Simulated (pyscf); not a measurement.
**Four-centre exchange: `[NH2][SiH]` [singlet] + `[NH3]` → `[NH3]` + `[NH2][SiH]` [singlet]**

Gas phase, singlet surface, charge 0. Bonds broken: N1–Si2, N6–H7. Bonds formed: N1–H7, Si2–N6. Optimised with ωB97X-D3(BJ)/def2-SVP in PySCF. MP2 and CC: frozen core, UHF for open shells. ΔMP2 is the change of the MP2 total energy from the triple- to the quadruple-zeta basis.

Transition state (Å):

```xyz
9

N     -0.9282    -0.8941    -0.5160
Si    -1.1387     0.5909     0.7216
H     -0.4453    -1.7319    -0.1918
H     -1.7579    -1.1781    -1.0360
H      0.0061     0.0880     1.6029
N      0.0994     1.2868    -0.6066
H     -0.1911     0.0734    -0.9933
H     -0.2273     2.0708    -1.1706
H      1.0626     1.4685    -0.3247
```

One imaginary mode, 1406i cm⁻¹; descent along it reached the two sides named, in the forms told below.

```csv
bond,change,reactant side (Å),saddle,product side
N1–Si2,breaks,1.771,1.944,2.133
N6–H7,breaks,1.022,1.306,2.576
N1–H7,forms,2.579,1.307,1.022
Si2–N6,forms,2.133,1.945,1.771
```

Electronic energies relative to the separated reactants (kcal/mol):

```
level                             barrier  reaction energy  reverse barrier
--------------------------------  -------  ---------------  ---------------
ωB97X-D3(BJ)/def2-TZVP                1.8              0.0              1.8
PBE/def2-TZVP                        -1.1              0.0             -1.1
r²SCAN/def2-TZVP                     -0.4              0.0             -0.4
B3LYP-D3(BJ)/def2-TZVP                3.3              0.0              3.3
PBE0-D3(BJ)/def2-TZVP                -1.1              0.0             -1.1
M06-2X/def2-TZVP                      1.8              0.0              1.8
ωB97M-D3(BJ)/def2-TZVP                3.4              0.0              3.4
HF/def2-TZVP                         18.6              0.0             18.6
MP2/def2-QZVPP                        2.9              0.0              2.9
CCSD/def2-TZVPP                       7.5              0.0              7.5
CCSD(T)/def2-TZVPP                    5.1              0.0              5.1
CCSD(T)/def2-TZVPP + ΔMP2(QZVPP)      5.5              0.0              5.5
```

With CCSD(T)/def2-TZVPP + ΔMP2(QZVPP) energies and thermal terms (ideal gas, 1 atm, RRHO with modes under 100 cm⁻¹ raised to 100, one conformer, R ln 2 for chiral ones without a mode under 150 cm⁻¹), in kcal/mol:

| T (K) | ΔH‡ | ΔG‡ | ΔH | ΔG |
|---|---|---|---|---|
| 298 | 4.5 | 15.8 | 0.0 | 0.0 |
| 600 | 4.6 | 27.3 | 0.0 | 0.0 |
| 900 | 5.2 | 38.5 | 0.0 | 0.0 |
| 1200 | 6.0 | 49.5 | 0.0 | 0.0 |

On the reactant side the descent ends in an adduct with a N–Si contact, 15.0 kcal/mol under the separated species and 16.8 kcal/mol under the saddle at ωB97X-D3(BJ)/def2-TZVP. On the product side the descent ends in an adduct with a N–Si contact, 15.0 kcal/mol under the separated species and 16.8 kcal/mol under the saddle at ωB97X-D3(BJ)/def2-TZVP. At PBE, r²SCAN, PBE0-D3(BJ) the saddle lies under the separated reactants, which points to a path from their complex (located at ωB97X-D3(BJ) alone). At PBE, r²SCAN, PBE0-D3(BJ) the saddle lies under the separated products, which points to a path from their complex (located at ωB97X-D3(BJ) alone). What is counted as formed (N–Si) is already present as a longer contact in the reactant adduct; forming that adduct is a step of its own. What is counted as broken (N–Si) persists as a longer contact in the product adduct; parting that adduct is a step of its own. One saddle was located; it need not be the lowest between these sides. The CCSD(T) − MP2 part came from Ansatz, without density fitting, on the same reference.
